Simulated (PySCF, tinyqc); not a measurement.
A ladder of methods, and size consistency: correlation methods against full CI in the sto-3g basis, for CH2, spin multiplicity 1. Computed by the program tinyqc with PySCF. 

Geometry (angstrom):
```
atom       x        y       z
C     0.0000   0.0000  0.0000
H     0.0000   0.9490  0.5050
H     0.0000  -0.9490  0.5050
```

RHF energy of one = -38.352848 hartree

All electrons correlated; +Q is the Davidson correction (1 - c0^2) E_corr. The last columns treat two copies 100 angstrom apart as one system. FCI is the lowest singlet.

Correlation energies (hartree):
```
method   E_corr of one  share of FCI (%)  E_corr of two at 100 angstrom  two minus twice one (mhartree)
MP2           -0.03239            56.735                       -0.06478                           0.000
CISD          -0.05390            94.410                       -0.10143                           6.365
CISD+Q        -0.05782           101.284                       -0.11193                           3.712
CCSD          -0.05643            98.843                       -0.11285                       -2.03e-05
CCSD(T)       -0.05675            99.409                       -0.11350                       -2.10e-05
FCI           -0.05709           100.000                              -                               -
```

MP2 recovers 57 %, CISD 94.4 % and CCSD 98.8 % of the FCI value (c0^2 = 0.927 in CISD). MP2 and coupled cluster are size consistent, so their last column vanishes; CISD loses 6.37 mhartree, since a double excitation on each copy is a quadruple of the pair, and the Davidson correction leaves +3.71. The restricted reference is unstable here: a spin-polarised solution lies 0.0436 hartree lower (PySCF), so results built on it describe a poor reference.
